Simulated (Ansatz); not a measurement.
# C3H6O: one species, many methods

The task here is to estimate one member of a computed series from the others.

Method: functionals in def2-TZVPP, the program's frozen cores in correlated methods; program: Ansatz 0.2.0, Gaussian basis.

Plan: LDA (SPW92), PBE-D4, revPBE-D4, BLYP-D4, r2SCAN-D4, B97M-V, PBE0-D4, B3LYP-D4, r2SCANh-D4, r2SCAN0-D4, HSE06-D4, BHLYP-D4, CAM-B3LYP-D4, LC-ωPBE, ωB97X-V, ωB97M-V, B2PLYP, PBE-QIDH; CCSD(T)/def2-SVP; CCSD(T)/def2-TZVPP; MP2/def2-QZVPP; extrapolation to the limit; RPA on PBE.

## Structure used throughout

All runs share one geometry, relaxed beforehand with PBE0-D4 in a triple-zeta def2 set.

SMILES `OC1CC1`, 10 atoms, charge 0, spin multiplicity 1.

Atoms are counted from 1 here; the program's logs count them from 0.

Bond lengths: O1–C2 1.393 Å, O1–H5 0.961 Å, C2–C3 1.496 Å, C2–C4 1.484 Å, C2–H6 1.088 Å, C3–C4 1.506 Å, C3–H7 1.083 Å, C3–H8 1.083 Å, C4–H9 1.082 Å, C4–H10 1.083 Å. Angles: C2–O1–H5 108.2°, O1–C2–C3 119.4°, O1–C2–C4 116.1°, O1–C2–H6 114.9°, C3–C2–C4 60.7°, C3–C2–H6 117.6°, C4–C2–H6 117.5°, C2–C3–C4 59.2°, C2–C3–H7 118.7°, C2–C3–H8 116.7°, C4–C3–H7 118.9°, C4–C3–H8 116.8°, H7–C3–H8 115.2°, C2–C4–C3 60.0°, C2–C4–H9 118.7°, C2–C4–H10 115.9°, C3–C4–H9 118.9°, C3–C4–H10 116.9° and more.

Set-up of the first run:

The input, in.yaml:

```yaml
crystal:
  periodic: [false, false, false]
  atoms:
    - {symbol: O, position_ang: [-0.620773, 1.018753, -1.229033]}
    - {symbol: C, position_ang: [-0.542924, 0.352906, -0.008148]}
    - {symbol: C, position_ang: [0.192628, -0.947185, 0.072764]}
    - {symbol: C, position_ang: [0.796003, 0.315380, 0.630103]}
    - {symbol: H, position_ang: [-1.254950, 0.555639, -1.782825]}
    - {symbol: H, position_ang: [-1.406125, 0.484649, 0.641121]}
    - {symbol: H, position_ang: [-0.162965, -1.704779, 0.760284]}
    - {symbol: H, position_ang: [0.616236, -1.324431, -0.849919]}
    - {symbol: H, position_ang: [0.863018, 0.434349, 1.703886]}
    - {symbol: H, position_ang: [1.602950, 0.763520, 0.064566]}
basis:
  gaussian: {orbitals: def2-TZVPP}
hamiltonian: {xc: lda}
output: {orbitals: {seedname: orbitals}}
```

Started as:

```
ansatz run in.yaml --threads 2 --pin off --events-out ev --progress --plain --max-ram 4352MiB
```

Among the steps run: LDA; PBE-D4 (GGA); revPBE-D4 (GGA); BLYP-D4 (GGA); r2SCAN-D4 (meta-GGA); B97M-V (meta-GGA); B3LYP-D4 (hybrid); r2SCANh-D4 (hybrid); r2SCAN0-D4 (hybrid); HSE06-D4 (hybrid); BHLYP-D4 (hybrid); CAM-B3LYP-D4 (range-separated); LC-ωPBE (range-separated); ωB97X-V (range-separated); ωB97M-V (range-separated); B2PLYP (double hybrid); PBE-QIDH (double hybrid).

One of the session's tables, all rows but one given; the rest of the session is left out.

It belongs to the step «Orbital energies across the functionals». 

```
  functional  HOMO (eV)  LUMO (eV)  gap (eV)
 LDA (SPW92)      -6.21       0.30      6.51
      PBE-D4      -6.05       0.41      6.46
   revPBE-D4      -5.99       0.45      6.44
     BLYP-D4          ?          ?         ?
   r2SCAN-D4      -6.34       1.20      7.54
      B97M-V      -6.47       0.70      7.17
     PBE0-D4      -7.55       1.29      8.84
    B3LYP-D4      -7.32       0.90      8.22
  r2SCANh-D4      -6.90       1.46      8.37
  r2SCAN0-D4      -7.74       1.83      9.56
    HSE06-D4      -7.14       0.92      8.06
    BHLYP-D4      -8.93       1.90     10.83
CAM-B3LYP-D4      -9.00       2.03     11.04
     LC-ωPBE     -10.36       3.39     13.74
     ωB97X-V     -10.00       3.21     13.20
     ωB97M-V      -9.91       2.71     12.62
```

Estimate the missing values for BLYP-D4.

Worked estimate for «HOMO (eV)». Against the share of exact exchange, B3LYP-D4 (0.2, -7.32), BHLYP-D4 (0.5, -8.93) give a slope of -5.37 per unit share; at 0 the line stands at -6.25.

The run gave: HOMO (eV): -5.96; LUMO (eV): 0.34; gap (eV): 6.30. In «HOMO (eV)» the line misses by -0.29.
